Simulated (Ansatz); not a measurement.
H2MgO (`[OH][MgH]`), relaxed with RKS PBE-D4/def2-SVP in Ansatz 0.2.0 from a rough embedded geometry. The force threshold is 0.03 eV/Å; the program also tests the step.

Charge 0, multiplicity 1.

Start:

```xyz
4

O    -1.316    0.490   -0.321
Mg    0.392   -0.409    0.379
H    -0.995    1.075   -0.941
H     1.919   -1.157    0.883
```

```tsv
step	energy (eV)	largest force (eV/Å)	largest move (Å)
1	-7514.8353	3.999	0.000
2	-7515.2283	1.080	0.121
3	-7515.2981	1.166	0.089
4	-7515.3498	0.299	0.102
5	-7515.3605	0.139	0.037
6	-7515.3709	0.707	0.124
7	-7515.3807	0.074	0.084
8	-7515.3810	0.005	0.025
```

End:

```xyz
4

O    -0.877    0.509   -0.389
Mg    0.512   -0.369    0.299
H    -1.421    1.106   -0.912
H     1.786   -1.245    1.002
```

It took 2.4 s on 4 threads of an Arm Neoverse V1 on a shared host, with 0.1 GiB of host memory at the peak.
